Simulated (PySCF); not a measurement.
Geometry:
| atom | x (Å) | y (Å) | z (Å) |
| --- | --- | --- | --- |
| C1 | -0.602 | 0.403 | -0.191 |
| C2 | 0.580 | 0.679 | 0.366 |
| C3 | 1.816 | 0.567 | -0.437 |
| O4 | 1.901 | 0.255 | -1.579 |
| Cl5 | 3.272 | 0.963 | 0.518 |
| H6 | -0.660 | 0.094 | -1.239 |
| H7 | -1.530 | 0.476 | 0.380 |
| H8 | 0.684 | 0.989 | 1.408 |

Geometry: PBE0-D3(BJ)/def2-SVP; GIAO shifts from PySCF, gas phase, non-relativistic, averaged over equivalent atoms.

At PBE0/def2-TZVP (179 basis functions, 13 s wall time on 1 thread of an Arm Neoverse V2, shared host):
```json
{"atoms": "C3", "δ (ppm)": "175.0"}
{"atoms": "C1", "δ (ppm)": "142.2"}
{"atoms": "C2", "δ (ppm)": "141.5"}
{"atoms": "O4", "δ (ppm)": "541.5"}
{"atoms": "Cl5", "δ (ppm)": "494.2"}
{"atoms": "H6", "δ (ppm)": "6.89"}
{"atoms": "H8", "δ (ppm)": "6.64"}
{"atoms": "H7", "δ (ppm)": "6.05"}
```

Scale: 13C (σ = 186.65 ppm) and 1H (σ = 31.48 ppm) against TMS; 17O (σ = 332.57 ppm) against H2O; 35Cl (σ = 932.72 ppm) vs HCl (reference shieldings calculated alike).

What do these become at LC-wPBE/pcSseg-2?

Answers


| atoms | δ at LC-wPBE/pcSseg-2 | change |
| --- | --- | --- |
| C3 | 184.1 | +9.1 |
| C1 | 154.2 | +12.0 |
| C2 | 150.0 | +8.5 |
| O4 | 561.1 | +19.6 |
| Cl5 | 469.2 | -25.0 |
| H6 | 7.09 | +0.20 |
| H8 | 6.65 | +0.01 |
| H7 | 6.30 | +0.25 |

Referencing at the same level of theory: 13C (σref 188.30), 1H (σref 31.32) vs TMS; H2O for 17O (σref 332.63); 35Cl (σref 944.79) vs HCl.

The largest change is at Cl5 (chlorine bonded to C). Cost: 229 basis functions, 29 s wall time on 1 thread of an Arm Neoverse V2, shared host. The order of the carbon signals is the same at both levels.

Carbons that carry Cl, above all several Cl atoms, come out too deshielded, partly because spin–orbit coupling is missing. Unscaled 17O shifts of doubly bonded oxygen tend to come out too high, by tens of ppm or more. Experimental scales use liquid or dissolved standards, which lie at an offset from isolated H2O (liquid H2O: subtract about 36 ppm).
